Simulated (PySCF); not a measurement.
Species: C4H12P2.
Atom-mapped SMILES: `[CH2:1]=[P@@:2]([CH3:3])([PH2:4])[CH2:5][CH3:6]` (hydrogens: H7, H8 on C1; H9, H10, H11 on C3; H12, H13 on P4; H14, H15 on C5; H16, H17, H18 on C6)

The same species was optimised twice, with GFN2-xTB and with PBE0-D3(BJ)/def2-SVP (PySCF), and the same property calculations (PySCF, gas phase) were run on both structures.

```csv
coordinate,GFN2-xTB,PBE0-D3(BJ)/def2-SVP,change
C1=P2 (Å),1.708,1.675,-0.033
P2–P4 (Å),2.277,2.309,+0.032
P2–C3 (Å),1.825,1.818,-0.007
P2–C5 (Å),1.838,1.832,-0.006
C5–C6 (Å),1.519,1.520,+0.001
C1–P2–P4 (°),132.3,125.8,-6.5
C1–P2–C5 (°),106.9,110.3,+3.4
C1–P2–C3 (°),107.8,110.8,+3.0
C3–P2–C5 (°),105.4,108.4,+3.0
P2–C5–C6 (°),114.9,117.0,+2.1
P4–P2–C5 (°),102.3,100.8,-1.5
C3–P2–P4 (°),99.5,99.3,-0.2
C1–P2–C5–C6 (°),-176,180,-4
```

Rotational constants: A = 2162, B = 2018, C = 1480 MHz (GFN2-xTB) against A = 2059, B = 2047, C = 1470 MHz (PBE0-D3(BJ)/def2-SVP). Point groups within 0.08 Å: C1 and C1.

On the GFN2-xTB structure: lowest triplet, Tamm–Dancoff (eV) 3.04 [B3LYP/def2-SVPD]; isotropic polarisability (au) 112.6 [B3LYP/def2-SVPD]; HOMO (eV) -5.00 [B3LYP/def2-SVPD]; LUMO (eV) -0.33 [B3LYP/def2-SVPD]; dipole (D) 2.03 [B3LYP/def2-SVPD]; HOMO (eV) -5.20 [PBE0/pcSseg-1]; LUMO (eV) -0.04 [PBE0/pcSseg-1]; dipole (D) 1.68 [PBE0/pcSseg-1]; GIAO shielding of C1 (ppm) 161.6 [PBE0/pcSseg-1]; GIAO shielding of P2 (ppm) 322.7 [PBE0/pcSseg-1]; GIAO shielding of C3 (ppm) 168.0 [PBE0/pcSseg-1]; GIAO shielding of P4 (ppm) 461.6 [PBE0/pcSseg-1]; GIAO shielding of C5 (ppm) 156.9 [PBE0/pcSseg-1]; GIAO shielding of C6 (ppm) 174.4 [PBE0/pcSseg-1].

What do these properties become on the PBE0-D3(BJ)/def2-SVP structure?

```
                                    property            level  on GFN2-xTB  on PBE0-D3(BJ)/def2-SVP  change
           lowest triplet, Tamm–Dancoff (eV)  B3LYP/def2-SVPD         3.04                     3.13   +0.09
               isotropic polarisability (au)  B3LYP/def2-SVPD        112.6                    113.5    +0.9
                                   HOMO (eV)  B3LYP/def2-SVPD        -5.00                    -4.82   +0.18
                                   LUMO (eV)  B3LYP/def2-SVPD        -0.33                    -0.17   +0.16
                                  dipole (D)  B3LYP/def2-SVPD         2.03                     1.98   -0.05
energy, GFN2-xTB geometry as zero (kcal/mol)  B3LYP/def2-SVPD          0.0                     -3.1    -3.1
                                   HOMO (eV)    PBE0/pcSseg-1        -5.20                    -5.01   +0.19
                                   LUMO (eV)    PBE0/pcSseg-1        -0.04                     0.12   +0.16
                                  dipole (D)    PBE0/pcSseg-1         1.68                     1.70   +0.02
energy, GFN2-xTB geometry as zero (kcal/mol)    PBE0/pcSseg-1          0.0                     -2.9    -2.9
                  GIAO shielding of C1 (ppm)    PBE0/pcSseg-1        161.6                    166.1    +4.5
                  GIAO shielding of P2 (ppm)    PBE0/pcSseg-1        322.7                    327.3    +4.6
                  GIAO shielding of C3 (ppm)    PBE0/pcSseg-1        168.0                    169.0    +1.0
                  GIAO shielding of P4 (ppm)    PBE0/pcSseg-1        461.6                    414.3   -47.3
                  GIAO shielding of C5 (ppm)    PBE0/pcSseg-1        156.9                    156.9     0.0
                  GIAO shielding of C6 (ppm)    PBE0/pcSseg-1        174.4                    174.5    +0.1
```

The heavy atoms differ by 0.073 Å rms after alignment. Among bonds between heavy atoms C1=P2 and P2–P4 change most and about equally (-0.033 to +0.032 Å). Changes are differences of the printed values. Neither structure is proved a minimum here.

The values belong to the conformer `[CH2:1]=[P@@:2]([CH3:3])([PH2:4])[CH2:5][CH3:6]`: C1–P2–C5–C6 180°, H–P4–P2–C1 -44°, H–P4–P2–C1 49°.
